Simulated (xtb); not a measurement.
xtb input:

```bash
xtb mol.xyz --gfn 2 --ohess tight --chrg -1 --uhf 0
```
mol.xyz:
```
11

O      0.09831887    -1.11632556    -0.03531542
C      0.04661623     0.30774570     0.00392535
C      1.38601685    -1.57831803     0.00827365
C     -1.34794732     0.82525324    -0.01336356
H      0.61205191     0.69204204     0.87327311
H      0.56197124     0.72541253    -0.88114135
H      1.91940115    -1.30668984    -0.92399569
H      1.93887813    -1.25399183     0.87765042
H     -1.87009145     0.41013274    -0.86452894
H     -1.86200955     0.36805007     0.84919714
H     -1.45885437     1.91629687    -0.01832052
```

Which total energy does the run end on?

-14.13687 Eh (GFN2-xTB).

It need not be the lowest isomer of its formula. Whether it binds its extra electron was not tested at this geometry.
